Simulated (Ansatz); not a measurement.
Input file:

```yaml
crystal:
  periodic: [false, false, false]
  atoms:
    - {symbol: Si, position_ang: [0.000000, -0.124097, 0.786103]}
    - {symbol: C, position_ang: [0.000000, 0.113647, -1.946878]}
    - {symbol: H, position_ang: [0.000000, 2.103648, 1.294987]}
basis:
  gaussian: {orbitals: 6-31G}
magnetization: {spin_polarized: false, initial_magnetization: 3}
correlation: {method: ccsdt_q, electrons: outside_noble_gas}
```

```sh
$ ansatz run in.yaml --threads 1 --pin off --events-out ev --progress --plain --max-ram 2393MiB
```

Output:

```
512 factors; integrals over basis functions are off by at most 8.1e-8 eV
mean field evaluation 1: about -8896.7246 eV, gradient 8.9e0 eV
mean field evaluation 2: about -8896.7251 eV, gradient 8.8e0 eV
mean field evaluation 4: about -8897.9079 eV, gradient 1.9e0 eV
mean field evaluation 8: about -8898.1236 eV, gradient 2.1e0 eV
mean field evaluation 16: about -8898.5630 eV, gradient 1.9e-5 eV
mean field evaluation 32: about -8897.9316 eV, gradient 4.8e-1 eV
mean field evaluation 64: about -8898.5156 eV, gradient 2.4e-6 eV
mean field evaluation 96: about -8898.4350 eV, gradient 6.7e-2 eV
mean field evaluation 128: about -8896.8828 eV, gradient 1.3e-1 eV
mean field evaluation 160: about -8897.2657 eV, gradient 7.5e-1 eV
...
cycle  21  -4.16202359 eV  change    2.0e-6 eV  update   1.3e-5
cycle  22  -4.16203000 eV  change   -6.4e-6 eV  update   9.5e-6
cycle  23  -4.16204132 eV  change   -1.1e-5 eV  update   7.0e-6
cycle  24  -4.16204286 eV  change   -1.5e-6 eV  update   4.9e-6
cycle  25  -4.16203333 eV  change    9.5e-6 eV  update   3.3e-6
cycle  26  -4.16202819 eV  change    5.1e-6 eV  update   1.7e-6
cycle  27  -4.16202662 eV  change    1.6e-6 eV  update   1.0e-6
cycle  28  -4.16202736 eV  change   -7.4e-7 eV  update   7.3e-7
cycle  29  -4.16202801 eV  change   -6.5e-7 eV  update   4.9e-7
cycle  30  -4.16202795 eV  change    6.1e-8 eV  update   3.2e-7
perturbative correction -0.01513332 eV, -0.0005561392 hartree
WARN: these amplitudes may be one of several solutions (largest doubles amplitude 0.22, level shift 4.26 eV)
Total energy: -8902.11186201 eV, -327.1465768607 hartree
```

For the same geometry and basis full CI lies 4.1 meV lower.

Ran on 1 thread of Arm Neoverse V1, shared host: 11 s wall, 0.15 GiB peak host memory.
